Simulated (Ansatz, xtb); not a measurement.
# Ranking isomers of H6Si3

6 gas-phase structures of H6Si3, found in a search over its isomers (lower ones may exist). Each was relaxed with GFN2-xTB:

A. `[SiH3][Si][SiH3]`, a triplet
B. `[SiH][SiH2][SiH3]`, a triplet
C. `[SiH3][Si][SiH3]`, a singlet
D. `[SiH2]1[SiH2][SiH2]1`, a singlet
E. a singlet given by its coordinates
F. `[SiH][SiH2][SiH3]`, a singlet

E (Å):

```xyz
9

Si    0.2572    0.0591    2.5251
Si   -1.2137   -0.6396   -1.0466
Si    0.2618    0.4391    0.3432
H    -1.0232   -2.0761   -1.2770
H    -2.5639   -0.4869   -0.4955
H    -0.9725    0.2143    3.3157
H     1.2861    0.4258    3.5092
H    -1.2132   -0.0150   -2.3744
H     1.6412    0.1399   -0.1266
```

Close contacts (Å): Si1–Si3 2.21, Si2–Si3 2.30, Si1–H6 1.47, Si1–H7 1.47, Si2–H4 1.47, Si2–H5 1.47, Si2–H8 1.47, Si3–H9 1.49.

Q: Estimate their order in r2SCAN-D4/def2-SVP energy at these geometries, lowest first.

A: Calculated order at r2SCAN-D4/def2-SVP: D (0.0), E (14.1), A (25.3), F (27.7), C (27.8), B (31.1) kcal/mol. Less than 1 kcal/mol parts F and C, so the order within that pair means little.

Energies above the lowest of each column, in kcal/mol; the last columns are at BLYP-D3(BJ)/def2-SVP geometries and were run for some of them only (a dash: not run or not comparable):

| structure | GFN2-xTB | HF/STO-3G | r2SCAN-D4/def2-SVP | BLYP-D3(BJ)/def2-SVP | CCSD(T)/def2-TZVP |
| --- | --- | --- | --- | --- | --- |
| D | 19.6 | 0.1 | 0.0 | 0.0 | 0.0 |
| E | 7.7 | 24.1 | 14.1 | 6.1 | 9.3 |
| A | – | 3.2 | 25.3 | 26.0 | 26.4 |
| F | 7.4 | 0.0 | 27.7 | – | – |
| C | 0.0 | 4.9 | 27.8 | – | – |
| B | – | 8.2 | 31.1 | – | – |

CCSD(T)/def2-TZVP puts D lowest of those it was run on; GFN2-xTB picks C. Flexible structures stand in one conformer each, not always the lowest. Frequencies (BLYP-D3(BJ)/def2-SVP) were run for A, D, E alone. GFN2-xTB has no spin polarisation and isn't compared across spin states. Open shells are spin-unrestricted.

Over these structures GFN2-xTB departs from r2SCAN-D4/def2-SVP by 15.3 kcal/mol on average once a common shift is removed. A GFN2-xTB relaxation took about 0.12 s and the r2SCAN-D4/def2-SVP energy about 1.2 s on a shared host (Ansatz 0.2.0, xtb 6.7.1).
